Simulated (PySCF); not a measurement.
**SO⁻: one state, many levels of theory**

State: ²Π (doublet), unpaired electrons π ↑. Set-up: PySCF, no relativity, basis sets S def2-TZVPPD, O def2-TZVPPD. De refers to S⁻ + O in their high-spin ground configurations, without counterpoise correction. The functionals are run spin-unrestricted. A positive dipole points towards O; it is taken about the centre of mass and depends on that origin. Levels whose curve was spin-contaminated or gave no clean fit are not listed.

| Level | Re (Å) | ωe (cm⁻¹) | De (eV) | μ (D) |
| --- | --- | --- | --- | --- |
| UHF-CCSD | 1.572 | 928 | n/a | n/a |
| UHF-CCSD(T) | 1.580 | 919 | n/a | n/a |
| PBE | 1.588 | 875 | 5.03 | -0.01 |
| PBEsol | 1.577 | 902 | 5.42 | 0.05 |
| BP86 | 1.590 | 865 | 4.97 | -0.01 |
| r²SCAN | 1.574 | 908 | 4.58 | -0.01 |
| M06-L | 1.570 | 921 | 4.40 | 0.02 |
| B3LYP | 1.576 | 900 | 4.45 | -0.22 |
| PBE0 | 1.563 | 946 | 4.46 | -0.16 |
| M06 | 1.560 | 950 | 4.41 | -0.16 |
| LC-ωPBE | 1.554 | 1001 | 4.48 | -0.49 |

Problem. What does a quarter of exact exchange do here, going from PBE to PBE0?

Solution. PBE0 less PBE: -2.5 pm in Re, +8.1 % in ωe, -0.57 eV in De. Exact exchange removes part of the self-interaction that spreads semilocal densities, and in most molecules shortens and stiffens the bond and lowers De; so it does here.

Problem. What does the triples do here, going from UHF-CCSD to UHF-CCSD(T)?

Solution. UHF-CCSD(T) less UHF-CCSD: +0.8 pm in Re, -1.0 % in ωe. Correlation nearly always deepens the well. The bond lengthens, as in strong covalent bonds, where excitations into antibonding orbitals dominate.

Correlated steps freeze 6 core orbitals. For an ion De counts to the pair picked by the measured ionisation energies or electron affinities, which need not be the lowest pair at this level. The highest Kohn–Sham level is positive in this anion. Much of that is self-interaction error, but it also means that the finite basis helps to hold the extra electron. The state is the lowest determinant that a PBE0 search found; another state may lie lower at other levels.

The whole job (state search and all levels along the bond) took about 6.4 min on 2 threads of Arm Neoverse V2 (shared host), peak memory 3.3 GiB.
